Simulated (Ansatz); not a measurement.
Relaxing NClO

All numbers below come from Ansatz 0.2.0, DFT r2SCAN, scalar-relativistic, plane waves, PAW. Cutoff 500 eV, Γ-centred k mesh, Gaussian smearing, no spin polarisation in the final step.

This is the end of a relaxation of cell and atoms.

```yaml
crystal:
  lattice:
    - [11.43883, 0.00000, 0.00000]
    - [0.00000, 4.96427, 0.00000]
    - [0.00000, 0.00000, 4.04287]
  atoms:
    - { symbol: N, position: [0.65771, 0.25000, 0.71019] }
    - { symbol: N, position: [0.84229, 0.75000, 0.21019] }
    - { symbol: N, position: [0.34229, 0.75000, 0.28981] }
    - { symbol: N, position: [0.15771, 0.25000, 0.78981] }
    - { symbol: Cl, position: [0.84884, 0.25000, 0.52480] }
    - { symbol: Cl, position: [0.65116, 0.75000, 0.02480] }
    - { symbol: Cl, position: [0.15116, 0.75000, 0.47520] }
    - { symbol: Cl, position: [0.34884, 0.25000, 0.97520] }
    - { symbol: O, position: [0.59508, 0.25000, 0.50234] }
    - { symbol: O, position: [0.90492, 0.75000, 0.00234] }
    - { symbol: O, position: [0.40492, 0.75000, 0.49766] }
    - { symbol: O, position: [0.09508, 0.25000, 0.99766] }
```

Energies over the elements count from the elements' standard structures at the same level (Cl₂, N₂, O₂ as molecules), with no empirical corrections.

Task: What space group does it have?

Result: Pnma (No. 62). Conventional cell: a = 11.439 Å, b = 4.964 Å, c = 4.043 Å. N is coordinated by 1 O at 1.10 Å; Cl has 1 N at 2.31 Å; O has 1 N at 1.10 Å.

Task: How far does it lie from the elements in energy?

Result: -0.019 eV/atom.

Task: Is it a metal?

Result: No, the gap on the 4×6×8 mesh is 2.17 eV.

The final run used a 4×6×8 mesh on its 12-atom cell and 0.02 eV smearing. Weakly bound directions are ill-defined at this level, which has no dispersion term.

Cost: 3 runs of about 19 core-minutes in all, on Arm Neoverse V1 (shared hosts).